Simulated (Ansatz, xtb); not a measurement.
# A geometry optimisation of C2HCl2F2 with r2SCAN-D4/def2-SVP

The starting geometry of this gas-phase doublet has its atoms placed at random.

```xyz
7

C    -0.2223   -0.5931   -0.4874
C     0.8281    1.9025   -0.7902
Cl   -1.2306   -0.4711    1.3767
Cl    1.7516   -0.2353   -0.2275
F    -0.9829   -0.5277   -1.9944
F    -0.7793    1.5240    0.3541
H    -0.2020   -1.9062   -0.6363
```

Task: Guess where an optimisation with r2SCAN-D4/def2-SVP ends from this start.

Result: It falls apart into CHCl2F + CF. Distances that change by over a tenth: C1–Cl4 (2.02 → 1.79 Å), C1–H7 (1.32 → 1.10 Å). Contacts that close: C1–Cl3 (2.12 → 1.77 Å), C1–F5 (1.69 → 1.34 Å), C2–F6 (2.01 → 1.28 Å).

The energy falls by 7.99 eV over 10 steps:

```csv
step,E − E(last) (eV)
1,7.988
2,4.122
3,1.200
4,0.527
5,0.083
6,0.015
7,0.004
8,0.001
9,0.000
10,0.000
```

Final geometry (Å):

| atom | x (Å) | y (Å) | z (Å) |
| --- | --- | --- | --- |
| C | -0.2393 | -1.0561 | -0.4283 |
| C | 0.6071 | 2.3746 | -0.7134 |
| Cl | -1.1692 | -0.8656 | 1.0714 |
| Cl | 1.4391 | -0.4763 | -0.2308 |
| F | -0.8274 | -0.3733 | -1.4151 |
| F | -0.4519 | 2.2154 | -0.0112 |
| H | -0.1957 | -2.1254 | -0.6777 |

From the same start GFN2-xTB ends elsewhere, in pieces: CHClF + CClF.

From so rough a start the end depends on the optimiser's path, so another program may land elsewhere. The end wasn't checked by frequencies. Open shells are spin-unrestricted. Run with Ansatz 0.2.0, 46 s on 2 threads of AMD EPYC 9R45 96-Core Processor (Zen 5), with other jobs on the host.
